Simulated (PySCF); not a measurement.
Atoms are numbered as in `[CH3:1][CH:2]([CH3:3])[N:4]([CH3:5])[CH3:6]`; H(Xn) means a hydrogen on atom n.

Geometry: PBE0-D3(BJ)/def2-TZVP; GIAO shifts from PySCF 2.14, gas phase, non-relativistic, averaged over equivalent atoms.

At B97-2/pcSseg-2 (398 basis functions, 120 s wall time (3.9 min CPU) on 2 threads of an Intel Xeon, shared host):
| atoms | δ (ppm) |
| --- | --- |
| C2 | 59.0 |
| C5/C6 | 41.8 |
| C1/C3 | 18.0 |
| N4 | 42.3 |
| H(C2) | 2.80 |
| H(C5)/H(C6) | 2.25 |
| H(C1)/H(C3) | 0.98 |

Chemical shifts δ = σref − σ; TMS for ¹³C (185.38 ppm) and ¹H (31.64 ppm); NH3 for ¹⁵N (261.75 ppm), all at this level.

Estimate the result of repeating the calculation with KT3/pcSseg-2.

## Answers


```tsv
atoms	δ at KT3/pcSseg-2	change
C2	60.5	+1.5
C5/C6	41.5	-0.3
C1/C3	17.2	-0.8
N4	50.5	+8.2
H(C2)	2.93	+0.13
H(C5)/H(C6)	2.31	+0.06
H(C1)/H(C3)	0.99	+0.01
```

Chemical shifts δ = σref − σ; ¹³C (183.24 ppm) and ¹H (31.63 ppm) against TMS; ¹⁵N (261.05 ppm) vs NH3, all at this level.

The largest change is at N4 (amine nitrogen). Cost: 398 basis functions, 2.7 min wall time (5.2 min CPU) on 2 threads of an Intel Xeon, shared host. The order of the carbon signals is the same at both levels.

The carbons averaged at δ 18.0 differ by 14 ppm in this conformer. Experimental scales use liquid or dissolved standards, which lie at an offset from isolated NH3 (liquid NH3: subtract about 20 ppm).
